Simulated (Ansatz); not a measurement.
Steps of a relaxation of H5OPSi (`OP[SiH3]`) with RKS PBE0-D4/def2-TZVP.

```sh
$ ansatz run in.yaml --threads 2 --pin off --events-out ev --progress --plain --max-ram 4352MiB
```

```yaml
crystal:
  periodic: [false, false, false]
  atoms:
    - {symbol: O, position_ang: [-1.104628, 0.273602, -1.519928]}
    - {symbol: P, position_ang: [-0.430809, 1.153406, -0.219883]}
    - {symbol: Si, position_ang: [0.556977, -0.615048, 0.840702]}
    - {symbol: H, position_ang: [-2.029419, 0.571239, -1.604195]}
    - {symbol: H, position_ang: [0.810702, 1.563155, -0.842214]}
    - {symbol: H, position_ang: [1.506152, -0.078820, 1.881456]}
    - {symbol: H, position_ang: [1.301523, -1.508858, -0.113493]}
    - {symbol: H, position_ang: [-0.518498, -1.415876, 1.521656]}
basis:
  gaussian: {orbitals: def2-TZVP}
hamiltonian: {xc: pbe0, dispersion: d4}
relax: {f_tol: 0.005, max_steps: 150}
```

Positions (Å) and forces (eV/Å) along the path, 9 of 9 steps:

```xyz
8
step=1 energy=-19287.3343 eV
O    -1.105    0.274   -1.520   -0.321    0.745    0.660
P    -0.431    1.153   -0.220    0.191   -0.602   -0.669
Si    0.557   -0.615    0.841    0.014   -0.062    0.064
H    -2.029    0.571   -1.604    0.667   -0.228   -0.016
H     0.811    1.563   -0.842   -0.413   -0.137    0.132
H     1.506   -0.079    1.881   -0.205   -0.096   -0.231
H     1.302   -1.509   -0.113   -0.156    0.210    0.194
H    -0.518   -1.416    1.522    0.223    0.170   -0.134
8
step=2 energy=-19287.3685 eV
O    -1.112    0.277   -1.513   -0.062    0.416    0.517
P    -0.432    1.120   -0.210   -0.043   -0.252   -0.531
Si    0.560   -0.621    0.849    0.000   -0.047   -0.044
H    -2.010    0.615   -1.629    0.252   -0.134   -0.028
H     0.782    1.533   -0.848   -0.117   -0.031    0.110
H     1.500   -0.071    1.870   -0.063   -0.005   -0.067
H     1.303   -1.492   -0.105   -0.032    0.022    0.070
H    -0.499   -1.418    1.530    0.065    0.031   -0.026
8
step=3 energy=-19287.3771 eV
O    -1.105    0.263   -1.472   -0.133    0.175    0.077
P    -0.433    1.125   -0.205   -0.014   -0.191   -0.082
Si    0.551   -0.623    0.832    0.017    0.081    0.064
H    -1.982    0.621   -1.633    0.006   -0.069   -0.091
H     0.774    1.529   -0.838    0.087    0.057   -0.002
H     1.482   -0.052    1.838    0.059    0.000    0.060
H     1.297   -1.502   -0.102    0.023   -0.022   -0.054
H    -0.492   -1.418    1.523   -0.045   -0.031    0.028
8
step=4 energy=-19287.3813 eV
O    -1.119    0.273   -1.484   -0.012    0.086    0.098
P    -0.436    1.110   -0.211   -0.048   -0.059   -0.051
Si    0.557   -0.625    0.840   -0.001    0.012    0.005
H    -1.992    0.638   -1.646   -0.019   -0.033   -0.057
H     0.773    1.523   -0.839    0.060    0.030   -0.007
H     1.488   -0.054    1.849    0.023    0.019    0.018
H     1.306   -1.500   -0.096    0.021   -0.031   -0.023
H    -0.485   -1.423    1.531   -0.024   -0.024    0.019
8
step=5 energy=-19287.3815 eV
O    -1.132    0.268   -1.474    0.027   -0.008    0.032
P    -0.445    1.103   -0.207    0.157    0.028   -0.057
Si    0.559   -0.631    0.843   -0.020    0.027   -0.021
H    -1.982    0.666   -1.671   -0.103    0.000   -0.062
H     0.768    1.523   -0.843   -0.089   -0.034    0.098
H     1.488   -0.044    1.845    0.025    0.010    0.013
H     1.309   -1.507   -0.093    0.020   -0.018   -0.012
H    -0.473   -1.435    1.544   -0.017   -0.006    0.010
8
step=6 energy=-19287.3775 eV rejected
O    -1.133    0.283   -1.478    0.098   -0.066   -0.023
P    -0.448    1.106   -0.199   -0.131    0.003   -0.057
Si    0.564   -0.626    0.836   -0.055   -0.061    0.048
H    -1.999    0.636   -1.702    0.090    0.088    0.135
H     0.772    1.527   -0.801    0.001    0.032   -0.085
H     1.511   -0.053    1.832   -0.011    0.027   -0.014
H     1.303   -1.522   -0.093   -0.009    0.012   -0.019
H    -0.478   -1.410    1.548    0.018   -0.035    0.015
8
step=7 energy=-19287.3830 eV
O    -1.126    0.274   -1.482   -0.011    0.003   -0.003
P    -0.448    1.102   -0.205    0.011    0.003    0.000
Si    0.558   -0.631    0.842   -0.002    0.013   -0.007
H    -1.985    0.655   -1.682    0.005   -0.004   -0.002
H     0.766    1.529   -0.821   -0.002   -0.003    0.008
H     1.500   -0.044    1.833   -0.002    0.001   -0.001
H     1.301   -1.514   -0.096   -0.001   -0.005    0.001
H    -0.474   -1.428    1.555    0.003   -0.007    0.003
8
step=8 energy=-19287.3830 eV
O    -1.125    0.275   -1.484   -0.002    0.003    0.001
P    -0.451    1.100   -0.204    0.001    0.000    0.000
Si    0.557   -0.632    0.842   -0.003    0.001   -0.002
H    -1.982    0.657   -1.688    0.001   -0.001   -0.001
H     0.765    1.530   -0.814    0.001   -0.002    0.001
H     1.502   -0.041    1.828    0.000    0.001   -0.001
H     1.296   -1.517   -0.097    0.000    0.000    0.001
H    -0.469   -1.429    1.562    0.002   -0.001    0.001
8
step=9 energy=-19287.3830 eV
O    -1.126    0.275   -1.485    0.000    0.000    0.000
P    -0.453    1.099   -0.203    0.001    0.001    0.000
Si    0.556   -0.633    0.842   -0.001   -0.001    0.000
H    -1.981    0.659   -1.692    0.000    0.000    0.000
H     0.764    1.529   -0.811   -0.001   -0.001    0.000
H     1.503   -0.039    1.824    0.000    0.000    0.000
H     1.294   -1.518   -0.097   -0.001    0.000    0.001
H    -0.467   -1.431    1.566    0.002    0.000   -0.001
```

It took 18 s on 2 threads of an Intel Xeon on a shared host, with 0.27 GiB of host memory at the peak.
